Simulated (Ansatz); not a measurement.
**Which is lower?**

Two relaxed structures of SiNH$_{6}$S (charge +1), singlet (PBE0-D4/def2-TZVP; forces vanish, vibrations not checked).

A:

N1  (-0.988, 0.581, -0.805)
Si2  (0.749, 0.413, -0.029)
S3  (0.805, -1.383, 1.026)
H4  (-1.212, -0.230, -1.386)
H5  (-1.068, 1.410, -1.397)
H6  (0.814, 1.650, 0.766)
H7  (1.572, 0.367, -1.248)
H8  (-1.719, 0.644, -0.094)
H9  (0.379, -0.830, 2.179)
(Å)

B:

```tsv
atom	x (Å)	y (Å)	z (Å)
N1	-1.1484	0.7467	-0.9258
Si2	0.7455	0.4362	-0.3360
S3	0.0115	-1.2194	1.2512
H4	-1.4464	0.0853	-1.6407
H5	-1.1700	1.6687	-1.3646
H6	0.4979	1.4024	0.8064
H7	-1.8568	0.7607	-0.1941
H8	0.7364	-2.2842	0.8552
H9	0.8579	-0.8830	2.2432
```

Computed with Ansatz 0.2.0 (basis: def2-TZVPP); correlated methods freeze the cores. B3LYP uses VWN-RPA correlation.

**Question.** Which structure is lower at CCSD(T), and by how much? (An estimate is asked for; the value comes from the calculation.)

**Answer.** By the calculation: A, by 1.664 eV (electronic energy, against the other). By their contacts, A is SiNH₆S ([NH3][SiH2][SH]), total charge +1 and B is SiNH₆S ([NH3][SiH][SH2]), total charge +1.

All methods give the same order:

```csv
method,E(B) − E(A) (eV)
PBE-D4,1.472
r2SCAN-D4,1.713
PBE0-D4,1.622
B3LYP-D4,1.555
wB97M-V,1.584
HF,1.900
MP2,1.800
CCSD,1.687
CCSD(T),1.664
```

The T1 diagnostic stays at or below 0.012.

Labels in which every atom is bracketed show which atoms are joined, not bond orders.

For scale, one of the runs: CCSD(T)/def2-TZVPP, 199 basis functions, launched by `ansatz run in.yaml --threads 2 --pin off --events-out ev --progress --plain --max-ram 4352MiB`. Hardware: 2 CPU threads of an Arm Neoverse V1, shared host. Wall time 58 s; peak host memory 2.2 GiB.
